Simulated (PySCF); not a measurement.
Complex: H2O (SMILES O) (first 3 atoms) with CH4O (SMILES CO); geometry from S66by8 set.
(charge 0, multiplicity 1):
```xyz
9

O     -2.13622     0.08061     0.11562
H     -2.55289     0.87948     0.44139
H     -1.20719     0.19137     0.35657
O      0.94522     0.17529     0.52020
H      1.31320    -0.39678     1.19773
C      1.41023    -0.29634    -0.74196
H      0.97941     0.35476    -1.49507
H      2.49619    -0.24554    -0.81627
H      1.08188    -1.31621    -0.94104
```

Interaction energies are E(AB) − E(A) − E(B) at the monomers' geometry in the complex; basis-set methods are counterpoise corrected. Rows marked so take none.

Rows in 3-21G, 6-311+G**, 6-31G* carry no dispersion term and start afresh at each structure (6-31G* with six Cartesian d functions).

The values were computed with PySCF for 3-21G rows, 6-311+G** rows, 6-31G* rows. Values without a source in brackets are computed.

Question: One of these levels gives -6.71 kcal/mol for the interaction energy. Which?
A. HF/3-21G (no counterpoise)
B. M06-2X/6-31G* (no counterpoise)
C. B3LYP/6-311+G** (no counterpoise)
D. HF/6-31G*

Answer: B, M06-2X/6-31G* (no counterpoise). The others give -8.69 (HF/3-21G (no counterpoise)), -4.51 (HF/6-31G*), -5.34 (B3LYP/6-311+G** (no counterpoise))
